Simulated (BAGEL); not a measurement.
# SiH2F2 (SMILES F[SiH2]F), step by step

We compute a single-point energy (HF/def2-SVP), then the energy (NEVPT2(2,2)/def2-SVP), then the energy (CASPT2(2,2)/def2-SVP) of SiH2F2. 

The results are computed with BAGEL 1.2.2.

1 further run of the same task is left out (set aside as unsound or not needed).

### Step 1. The structure to begin with

SiH2F2: 5 atoms, total charge 0, spin state singlet. SMILES: `F[SiH2]F`. The F1–Si2 distance was set to 2.140 Å, away from the relaxed value.

Bond lengths: Si2–F3 1.586 Å, Si2–H4 1.474 Å, Si2–H5 1.474 Å. Angles: F3–Si2–H4 108.5°, F3–Si2–H5 108.5°, H4–Si2–H5 114.6°. A long bond or contact: F1–Si2 2.140 Å.

### Step 2. A single-point energy at HF/def2-SVP (density fitting with svp-jkfit) (run 1)

hf.json reads:

```json
{ "bagel" : [

{
  "title" : "molecule",
  "basis" : "svp",
  "df_basis" : "svp-jkfit",
  "angstrom" : true,
  "geometry" : [
    { "atom" : "F", "xyz" : [   -1.454804,    0.726743,    1.342873 ] },
    { "atom" : "Si", "xyz" : [   -0.005220,   -0.000540,   -0.054090 ] },
    { "atom" : "F", "xyz" : [    1.247630,   -0.520590,    0.766910 ] },
    { "atom" : "H", "xyz" : [   -0.590470,   -1.138740,   -0.786300 ] },
    { "atom" : "H", "xyz" : [    0.427070,    1.121680,   -0.907250 ] }
  ]
},
{
  "title" : "hf"
},
{
  "title" : "print",
  "file" : "orbitals.molden",
  "orbitals" : true
}

]}
```

Started as:

```console
$ BAGEL_NUM_THREADS=1 BAGEL hf.json > hf.out
```

Output:

```text
* using 1 threads per process

  ===============================================================
  ===============================================================

  *** Geometry ***

  { "atom" : "F", "xyz" : [     -2.749181,      1.373345,      2.537662 ] },
  { "atom" : "Si", "xyz" : [     -0.009864,     -0.001020,     -0.102215 ] },
  { "atom" : "F", "xyz" : [      2.357679,     -0.983773,      1.449250 ] },
  { "atom" : "H", "xyz" : [     -1.115827,     -2.151907,     -1.485892 ] },
  { "atom" : "H", "xyz" : [      0.807045,      2.119668,     -1.714454 ] },

  Number of auxiliary basis functions:      318

  Since a DF basis is specified, we compute 2- and 3-index integrals:
    o Being stored without compression. Storage requirement is 0.008 GB

  Number of basis functions:       56
  Number of electrons      :       34

    * METHOD: MOLECULE                             0.08

  *** RHF ***

  === Nuclear Repulsion ===
   104.6537511739

      * DIIS with orbital gradients will be used.

  === RHF iteration (svp) ===
      0       -488.47070831          0.03101346           0.02
      1       -488.60356109          0.02351551           0.02
      2       -488.74213596          0.00197106           0.02
      3       -488.74343345          0.00090268           0.02
      4       -488.74370454          0.00022710           0.02
      5       -488.74373962          0.00006309           0.02
      6       -488.74374364          0.00001060           0.02
      7       -488.74374374          0.00000184           0.02
      8       -488.74374374          0.00000051           0.02
      9       -488.74374374          0.00000017           0.02
     10       -488.74374374          0.00000009           0.02
     11       -488.74374374          0.00000003           0.02
     12       -488.74374374          0.00000001           0.02
     13       -488.74374374          0.00000000           0.02
    * SCF iteration converged.

    * Permanent dipole moment:
           (   -0.644776,     0.368032,     1.453841) a.u.

    * METHOD: HF                                   0.33

    * METHOD: PRINT                                0.01

  ===============================================================
```

It took 0.54 s on 1 thread of Arm Neoverse V1, shared host; peak memory 0.15 GiB.

### Step 3. A single-point energy at NEVPT2(2,2)/def2-SVP (density fitting with svp-jkfit) (run 2)

input.json reads:

```json
{ "bagel": [

{
  "title": "molecule",
  "basis": "svp",
  "df_basis": "svp-jkfit",
  "angstrom": true,
  "geometry": [
    { "atom": "F", "xyz": [   -1.454804,    0.726743,    1.342873 ] },
    { "atom": "Si", "xyz": [   -0.005220,   -0.000540,   -0.054090 ] },
    { "atom": "F", "xyz": [    1.247630,   -0.520590,    0.766910 ] },
    { "atom": "H", "xyz": [   -0.590470,   -1.138740,   -0.786300 ] },
    { "atom": "H", "xyz": [    0.427070,    1.121680,   -0.907250 ] }
  ]
},
{ "title": "hf", "charge": 0 },
{
  "title": "nevpt2",
  "nstate": 1,
  "nact": 2,
  "nclosed": 16,
  "charge": 0,
  "active": [16, 18],
  "maxiter": 200,
  "natocc": true,
  "ncore": 7
},
{ "title": "print", "file": "orbitals.molden", "orbitals": true }

]}
```

Started as:

```console
$ BAGEL_NUM_THREADS=1 BAGEL input.json > input.out
```

Output:

```text
* using 1 threads per process

  ===============================================================
  ===============================================================

  *** Geometry ***

  { "atom" : "F", "xyz" : [     -2.749181,      1.373345,      2.537662 ] },
  { "atom" : "Si", "xyz" : [     -0.009864,     -0.001020,     -0.102215 ] },
  { "atom" : "F", "xyz" : [      2.357679,     -0.983773,      1.449250 ] },
  { "atom" : "H", "xyz" : [     -1.115827,     -2.151907,     -1.485892 ] },
  { "atom" : "H", "xyz" : [      0.807045,      2.119668,     -1.714454 ] },

  Number of auxiliary basis functions:      318

  Since a DF basis is specified, we compute 2- and 3-index integrals:
    o Being stored without compression. Storage requirement is 0.008 GB

[... 18 lines left out ...]
    * SCF iteration converged.
[... 1 line left out ...]
    * Permanent dipole moment:
[... 28 lines left out ...]
    * Second-order optimization converged. *

     guess   0:   closed 1.                   open ..

  === FCI iteration ===

      0  0      -488.74110187     1.01e-01      0.00
      1  0      -488.77228591     1.43e-02      0.00
      2  0 *    -488.77336762     4.23e-16      0.00

     * ci vector, state   0, <S^2> = 0.0000
       2.     0.9873189081
       .2    -0.1587494054

  === DF-NEVPT2 calculation ===

    * 3-index integral transformation done
    * assembly done

      NEVPT2 correlation energy:   -0.4500216179      0.05

          (+0)     -0.3459635990
          (+0)'    -0.0482918995
          (+1)     -0.0127820106
          (+1)'    -0.0000000000
          (+2)     -0.0006875801
          (-1)     -0.0378573985
          (-1)'     0.0000000000
          (-2)     -0.0044391303

      NEVPT2 total energy:       -489.2233892400

    * METHOD: NEVPT2                               2.74

    * METHOD: PRINT                                0.01

  ===============================================================
```

Wall time 3.3 s (1 thread of Arm Neoverse V1, shared host); peak memory 0.15 GiB.

### Step 4. The energy at CASPT2(2,2)/def2-SVP (density fitting with svp-jkfit) (run 3)

caspt2.json reads:

```json
{ "bagel" : [

{
  "title" : "molecule",
  "basis" : "svp",
  "df_basis" : "svp-jkfit",
  "angstrom" : true,
  "geometry" : [
    { "atom" : "F", "xyz" : [      -1.454804,       0.726743,       1.342873 ] },
    { "atom" : "Si", "xyz" : [      -0.005220,      -0.000540,      -0.054090 ] },
    { "atom" : "F", "xyz" : [       1.247630,      -0.520590,       0.766910 ] },
    { "atom" : "H", "xyz" : [      -0.590470,      -1.138740,      -0.786300 ] },
    { "atom" : "H", "xyz" : [       0.427070,       1.121680,      -0.907250 ] }
  ]
},

{ "title" : "hf" },

{ "title" : "casscf", "nstate" : 1, "nact" : 2, "nclosed" : 16, "active" : [16, 18], "maxiter" : 200, "natocc" : true },

{ "title" : "print", "file" : "orbitals.molden", "orbitals" : true },

{ "title" : "smith", "method" : "caspt2", "ms" : true, "xms" : true, "sssr" : true, "shift" : 0.2, "shift_imag" : true, "ncore" : 7 }

]}
```

Started as:

```console
$ BAGEL_NUM_THREADS=1 BAGEL caspt2.json > caspt2.out
```

Output:

```text
* using 1 threads per process

  ===============================================================
  ===============================================================

  *** Geometry ***

  { "atom" : "F", "xyz" : [     -2.749181,      1.373345,      2.537662 ] },
  { "atom" : "Si", "xyz" : [     -0.009864,     -0.001020,     -0.102215 ] },
  { "atom" : "F", "xyz" : [      2.357679,     -0.983773,      1.449250 ] },
  { "atom" : "H", "xyz" : [     -1.115827,     -2.151907,     -1.485892 ] },
  { "atom" : "H", "xyz" : [      0.807045,      2.119668,     -1.714454 ] },

  Number of auxiliary basis functions:      318

  Since a DF basis is specified, we compute 2- and 3-index integrals:
    o Being stored without compression. Storage requirement is 0.008 GB

[... 18 lines left out ...]
    * SCF iteration converged.
[... 1 line left out ...]
    * Permanent dipole moment:
[... 27 lines left out ...]
    * Second-order optimization converged. *
[... 9 lines left out ...]
     * ci vector, state   0, <S^2> = 0.0000
[... 16 lines left out ...]
    * Zeroth order energy : state  0       -1.1235045052
[... 4 lines left out ...]
       #      aibj      arbs      arbi      airj      risj      airs      arst      rist         Etot      error   time
[... 10 lines left out ...]
      ------------------------------------------------------------------------------------------------------------------

    * CASPT2 energy : state  0     -489.2216825367
        w/o shift correction       -489.2203734852
        reference weight              0.9018339208

    * METHOD: SMITH                                0.23

  ===============================================================
```

Wall time 3.6 s (1 thread of Arm Neoverse V1, shared host); peak memory 0.15 GiB.

### Step 5. Results

```
                                 quantity          value
         run 1, HF/def2-SVP: total energy  -488.74374 Eh
        run 1, HF/def2-SVP: dipole moment         4.15 D
          run 1, HF/def2-SVP: HOMO energy      -14.43 eV
          run 1, HF/def2-SVP: LUMO energy        2.33 eV
        run 1, HF/def2-SVP: HOMO–LUMO gap       16.77 eV
run 2, NEVPT2(2,2)/def2-SVP: total energy  -489.22339 Eh
run 3, CASPT2(2,2)/def2-SVP: total energy  -489.22168 Eh
```
